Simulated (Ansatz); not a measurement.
Ansatz input

```yaml
crystal:
  lattice:
    - [12.0, 0.0, 0.0]
    - [0.0, 12.3, 0.0]
    - [0.0, 0.0, 12.6]
  atoms:
    - { symbol: H, position: [0.5, 0.5, 0.4702380952] }
    - { symbol: H, position: [0.5, 0.5, 0.5297619048] }
hamiltonian:
  xc: pbesol
  pseudopotentials:
    kind: paw
    azcp:
      H: "pseudopotentials/H.paw.azcp"
basis:
  ecutwfc: 420
  fft_grid_basis: typed
kpoints:
  mp_grid: { grid: [1, 1, 1], shift: [0, 0, 0] }
magnetization:
  spin_polarized: false
scf:
  occupations: { method: fermi_dirac, width: 0.01 }
relax:
  max_steps: 60
  f_tol: 0.01
```

Terminal output

```
Warning: the record states the generating functional pbe (its physics header spells it `PBE`), which answers neither for hamiltonian.xc's functional nor for the pbesol family's — results may be inconsistent (PPs are generated against a specific XC)
Engine: ansatz 0.2.0, x86_64-unknown-linux-gnu
Pseudopotentials: kind: paw
Pseudopotential: H, paw, valence charge 1, recommended cutoff 420 eV (normal) 
Functional definition: PBEsol
  exchange = pbesol_x
  correlation = pbesol_c
Crystal: 2 atoms, lattice volume = 1859.760 Å³
Basis set: ecut = 420 eV, 36331 PW (Γ), exchange–correlation on 162×180×180 points (8 copies of the dense FFT grid, shifted against one another)
Bands: 5, of which v1, the nominal top of the filled ones, is band 1 counted from 1 (0 counted from 0)
Symmetry: 8 space group operations
Space group: Pmmm (ITA 47), of the structure as read, at distance tolerance 1.2e-4 Å
k-points: 1
Non-local potential: H, projectors of the file, l = 0: 2, l = 1: 1
PAW form: soft (Blöchl's): semilocal exchange-correlation on the pseudo side does not see the compensation charge
PAW one-centre angular grid: H, 110 points (default); XC on 64 Gauss nodes
Initial density: superposition of atomic densities (neutral atoms: chi_scale 0, normalization atom), corrected by the library's trained network
Initial wavefunctions: pseudopotential atomic-orbital guess
Functional: x = pbesol(κ = 0.804, μ = 0.12345679012345678), c = pbesol(β = 0.046)
SCF iter   1: F=—  HF=-31.217206 eV  |F-HF|=—  |Δ(HF+E_count)|=         —  Δρ=4.18e-4  dr2=1.92e-3  ethr=1.77e-3  ⟨swp⟩=8.0  Hψ=72  notcnv=0
SCF iter   2: F=—  HF=-31.217206 eV  |F-HF|=—  |Δ(HF+E_count)|=   2.45e-7  Δρ=1.52e-4  dr2=2.21e-4  ethr=9.61e-5  ⟨swp⟩=4.0  Hψ=22  notcnv=0
SCF iter   3: F=—  HF=-31.217398 eV  |F-HF|=—  |Δ(HF+E_count)|=   1.92e-4  Δρ=1.43e-5  dr2=1.13e-6  ethr=1.11e-5  ⟨swp⟩=5.0  Hψ=18  notcnv=0
iter 4 did not close the SCF: its close was put off for the readings that it lacked (scf_convergence_deferred on its scf_iter line)
SCF iter   4: F=-31.217413 eV  HF=-31.217413 eV  |F-HF|=5.29e-9  |Δ(HF+E_count)|=   1.50e-5  Δρ=9.34e-7  dr2=1.49e-8  ethr=5.63e-8  ⟨swp⟩=4.0  Hψ=18  notcnv=0
iter 5 did not close the SCF: its close was put off for the readings that it lacked (scf_convergence_deferred on its scf_iter line)
SCF iter   5: F=-31.217413 eV  HF=-31.217413 eV  |F-HF|=1.35e-9  |Δ(HF+E_count)|=   4.44e-9  Δρ=3.26e-8  dr2=1.53e-11  ethr=7.44e-10  ⟨swp⟩=2.0  Hψ=6  notcnv=0
SCF iter   6: F=-31.217413 eV  HF=-31.217413 eV  |F-HF|=1.99e-13  |Δ(HF+E_count)|=   1.35e-9  Δρ=2.80e-9  dr2=9.99e-14  ethr=1.00e-12  ⟨swp⟩=1.0  Hψ=13  notcnv=0
SCF 1 converged in 6 iterations: F = -31.217413 eV  dr2 = 9.99e-14
relax step   1: F+E_penalty+E_count = -31.21741259 eV  Δ(F+E_penalty+E_count) = +0.000e0 eV  max|allowed force component| = 2.845e-1 eV/Å  Δτ_max = 0.0000 Å  (6 SCF iters, dr2 threshold 2.50e-6 eV, accepted)
Initial density: handed on by an earlier stage of this run
Initial wavefunctions: those handed on with the density
iter 1 solved again at ethr=8.60e-6 eV; its pass at ethr=3.10e-3 eV (dr2=1.72e-4 eV) is discarded
SCF iter   1: F=—  HF=-31.218645 eV  |F-HF|=—  |Δ(HF+E_count)|=         —  Δρ=1.51e-4  dr2=2.32e-4  ethr=8.60e-6  ⟨swp⟩=2.0  Hψ=35  notcnv=0
eigensolver tolerance schedule calibrated: the retry pair's looser diagonalisation under-reported the residual by θ = 0.26 (0.10/decade); ethr = c·dr2/N_el runs at the constant in force after the calibration composes with the one it found (an armed cap, an earlier calibration), c = 9.8e-2
SCF iter   2: F=—  HF=-31.218580 eV  |F-HF|=—  |Δ(HF+E_count)|=   6.49e-5  Δρ=5.73e-5  dr2=2.83e-5  ethr=8.60e-6  ⟨swp⟩=3.0  Hψ=10  notcnv=0
SCF iter   3: F=-31.218577 eV  HF=-31.218576 eV  |F-HF|=4.12e-7  |Δ(HF+E_count)|=   3.62e-6  Δρ=4.87e-6  dr2=1.57e-7  ethr=2.48e-7  ⟨swp⟩=4.0  Hψ=10  notcnv=0
SCF 2 converged in 3 iterations: F = -31.218577 eV  dr2 = 1.57e-7
relax step   2: F+E_penalty+E_count = -31.21857687 eV  Δ(F+E_penalty+E_count) = -1.164e-3 eV  max|allowed force component| = 1.473e-2 eV/Å  Δτ_max = 0.0039 Å  (3 SCF iters, dr2 threshold 5.06e-6 eV, accepted)
SCF iter   1: F=—  HF=-31.218580 eV  |F-HF|=—  |Δ(HF+E_count)|=         —  Δρ=1.21e-5  dr2=9.96e-7  ethr=3.60e-7  ⟨swp⟩=2.0  Hψ=24  notcnv=0
SCF iter   2: F=—  HF=-31.218580 eV  |F-HF|=—  |Δ(HF+E_count)|=   4.16e-7  Δρ=5.39e-6  dr2=1.75e-7  ethr=4.98e-8  ⟨swp⟩=1.0  Hψ=13  notcnv=0
SCF iter   3: F=-31.218580 eV  HF=-31.218580 eV  |F-HF|=1.07e-8  |Δ(HF+E_count)|=   2.63e-7  Δρ=4.28e-7  dr2=2.05e-9  ethr=5.00e-9  ⟨swp⟩=3.0  Hψ=9  notcnv=0
SCF 3 converged in 3 iterations: F = -31.218580 eV  dr2 = 2.05e-9
relax step   3: F+E_penalty+E_count = -31.21858030 eV  Δ(F+E_penalty+E_count) = -3.430e-6 eV  max|allowed force component| = 4.607e-4 eV/Å  Δτ_max = 0.0002 Å  (3 SCF iters, accepted)
SCF converged after 3 iterations
Free energy (F): -31.218580 eV
Harris-Foulkes:  -31.218580 eV  (|F-HF|=1.07e-8)
Internal energy: -31.218580 eV  (E = F + TS)
E sigma→0 (E₀):  -31.218580 eV
Fermi energy:    -5.111527 eV
--- Per-component energies (eV) ---
  E_band       = -20.249795
  E_kinetic    = 26.278466
  E_local      = -83.746412  (includes V_loc(G=0)·N_el)
  E_nonlocal   = 3.264457
  E_hartree    = 28.596324
  E_xc         = -16.919512
  E_vxc        = -21.913957  (∫ρ·V_xc dr)
  E_paw        = -1.047490  (= ΣΔE_a)
  E_vpaw       = -1.322349  (= ΣTr[D̂ρ^β])
  E_aug_tail   = -0.002445  (compensation charges beyond the density's cutoff)
  E_ewald      = 12.358032
  E_smearing   = -0.000000  (= −TS)
  E_closure    = 0.000000  (closes the sum)
  Σ components = -31.218580   (vs F -31.218580, Δ=0.00e0)
--- Forces (eV/Å), atoms counted from 1 ---
  atom   1  H     -0.00000000    -0.00000000    -0.00046067
  atom   2  H      0.00000000     0.00000000     0.00046067
  max |Σ_I F_I| component: 5.42e-20 eV/Å
--- Relaxed structure (3 steps of the walk, 3 accepted, 0 SCFs on fresh bases) ---
  F+E_penalty+E_count = -31.21858030 eV   max|allowed force component| = 4.607e-4 eV/Å
  atoms:
    - { symbol: H, position: [0.5, 0.49999999999999994, 0.469910104568964] }
    - { symbol: H, position: [0.5, 0.49999999999999994, 0.530089895431036] }
```
